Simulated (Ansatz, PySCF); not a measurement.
Pair of molecules: HCl (SMILES Cl) (first 2 atoms) with HCl (SMILES Cl); geometry from NCB31 set.
(charge 0, multiplicity 1):
```tsv
atom	x (Å)	y (Å)	z (Å)
Cl	1.8608	-0.0654	-0.0001
H	1.7539	1.2110	0.0003
Cl	-1.9253	0.0056	-0.0001
H	-0.6584	-0.1937	0.0025
```

Quantity: the interaction energy.

Interaction energies are E(AB) − E(A) − E(B) at the monomers' geometry in the complex; basis-set methods are counterpoise corrected.

Frozen-core correlation. CBS: X⁻³ extrapolation of the correlation energy, Hartree–Fock from the larger set.

Run with Ansatz (a program for electronic structure) with Gaussian orbitals; PySCF for the dispersion terms. Each number belongs to the level named beside it.

Costs are ratios of core time to PBE/def2-TZVPPD (roughly 1.5 s), for whole runs (searches for the state included, and forces where a run took them) on one shared machine, so rough; each difference counts from -1.99 kcal/mol (CCSD(T)/CBS(aug-cc-pV(T+d)Z, aug-cc-pV(Q+d)Z), a level with limits of its own).

A star marks coupled-cluster runs past 200 virtual orbitals, where the program's memory plan changes under this machine's limit, so their costs aren't comparable with smaller runs.

```json
[
 {"level": "PBE/def2-TZVPPD", "basis functions": "136", "cost": "×1", "difference (kcal/mol)": "0.07"},
 {"level": "BLYP/def2-TZVPPD", "basis functions": "136", "cost": "×1", "difference (kcal/mol)": "1.06"},
 {"level": "B3LYP-D3(BJ)/def2-TZVPPD", "basis functions": "136", "cost": "×2", "difference (kcal/mol)": "-0.24"},
 {"level": "PBE0/def2-TZVPPD", "basis functions": "136", "cost": "×2", "difference (kcal/mol)": "0.28"},
 {"level": "BHLYP-D3(BJ)/def2-TZVPPD", "basis functions": "136", "cost": "×2", "difference (kcal/mol)": "-0.13"},
 {"level": "r2SCAN/def2-TZVPPD", "basis functions": "136", "cost": "×2", "difference (kcal/mol)": "0.06"},
 {"level": "r2SCAN-D3(BJ)/def2-TZVPPD", "basis functions": "136", "cost": "×2", "difference (kcal/mol)": "-0.16"},
 {"level": "B2PLYP/def2-TZVPPD", "basis functions": "136", "cost": "×2", "difference (kcal/mol)": "0.55"},
 {"level": "CAM-B3LYP/def2-TZVPPD", "basis functions": "136", "cost": "×2", "difference (kcal/mol)": "0.47"},
 {"level": "CCSD(T)/aug-cc-pV(D+d)Z", "basis functions": "82", "cost": "×3", "difference (kcal/mol)": "0.65"},
 {"level": "CCSD(T)/aug-cc-pV(T+d)Z", "basis functions": "156", "cost": "×20", "difference (kcal/mol)": "0.23"},
 {"level": "CCSD(T)/aug-cc-pV(Q+d)Z", "basis functions": "270", "cost": "×600*", "difference (kcal/mol)": "0.10"}
]
```

With a budget of 30 times the cost of PBE/def2-TZVPPD, the closest level: r2SCAN/def2-TZVPPD, at 0.06 kcal/mol; next is PBE/def2-TZVPPD at 0.07 kcal/mol.

What the step from CCSD(T)/aug-cc-pV(D+d)Z to CCSD(T)/aug-cc-pV(T+d)Z costs and buys: 82 to 156 functions, cost ×6 (rough); the difference goes from 0.65 to 0.23 kcal/mol.
